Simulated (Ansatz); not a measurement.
# BPH₂+ (quartet): the correlation ladder, cc-pVDZ

The task here is to estimate one member of a computed series from the others.

Method: cc-pVDZ, core rule «outside noble gas», up to 6 orbitals frozen; program: Ansatz 0.2.0, Gaussian basis.

The runs, in order: UHF; CCSD(T) on ROHF; CCSD(T) on UHF; BCCD(T) on ROHF; CISD; CCSDT(Q) on ROHF; CCSDT(Q) on UHF; CASSCF and MRCISD+Q, 9 electrons in 10 orbitals; CASSCF and NEVPT2, 9 electrons in 10 orbitals.

28 further runs of the same task are left out: 3 for a known fault of the program, 13 that didn't finish, 12 set aside as unsound or not needed.

**What is computed**

The geometry is a PBE0/def2-TZVP stationary point (not a proven minimum) of the parent state, kept for this charge and spin.

4 atoms, charge 1, spin multiplicity 4.

Atoms are counted from 1 here; the program's logs count them from 0.

Bond lengths: B1–P2 1.888 Å, B1–H3 1.197 Å, B1–H4 1.197 Å. Angles: P2–B1–H3 120.5°, P2–B1–H4 120.5°, H3–B1–H4 119.0°.

The first run:

in.yaml

```yaml
crystal:
  periodic: [false, false, false]
  atoms:
    - {symbol: B, position_ang: [0.000000, 0.000000, 1.306995]}
    - {symbol: P, position_ang: [0.000000, 0.000000, -0.580784]}
    - {symbol: H, position_ang: [0.000000, 1.031797, 1.914372]}
    - {symbol: H, position_ang: [0.000000, -1.031797, 1.914372]}
basis:
  gaussian: {orbitals: cc-pVDZ}
total_charge: 1
magnetization: {spin_polarized: true, initial_magnetization: 3}
hamiltonian: {xc: hf}
output: {orbitals: {seedname: orbitals}}
```

Command:

```
$ ansatz run in.yaml --threads 1 --pin off --events-out ev --progress --plain --max-ram 2393MiB
```

Among the steps run: UHF; CCSD(T) on ROHF; CCSD(T) on UHF; BCCD(T) on ROHF; CISD; CCSDT(Q) on ROHF; CCSDT(Q) on UHF; CASSCF and MRCISD+Q, 9 electrons in 10 orbitals; CASSCF and NEVPT2, 9 electrons in 10 orbitals.

One table of the session follows, with a row left open; its other results are not shown here.

| method | from UCCSDT(Q) (meV) |
| --- | --- |
| ROHF | +4829.9 |
| UHF | +4797.8 |
| RMP2 | +1117.0 |
| UMP2 | +1116.0 |
| CISD | +396.8 |
| RCCSD | +167.4 |
| UCCSD | +166.2 |
| RCCSD(T) | ? |
| UCCSD(T) | +38.3 |
| BCCD(T) | +37.0 |
| RCCSDT | +6.8 |
| UCCSDT | +6.4 |
| RCCSDT(Q) | +0.6 |
| UCCSDT(Q) | 0 |
| CASSCF valence | +3073.6 |
| NEVPT2 valence | +890.8 |
| MRCISD valence | +202.0 |
| MRCISD+Q valence | +32.1 |

**Question.** Estimate the row for RCCSD(T).

The run gave: from UCCSDT(Q) (meV): +38.7. In the column «from UCCSDT(Q) (meV)» it lies between UCCSD(T) (+38.3) and UCCSD (+166.2).

Among the levels timed on like hardware and quicker than the yardstick, those that no quicker one beats, quickest first: BCCD(T) (7 s, +37.0 meV); MRCISD+Q valence (23 s, +32.1 meV).

Limits of these values: Of the multireference levels listed MRCISD+Q valence comes nearest in total energy (+32.1 meV), which doesn't show that its space is the better one. Restricted and unrestricted rows rest on different reference determinants; where their highest levels disagree by more than a few hundredths of an eV, they describe different states and don't form one ladder.
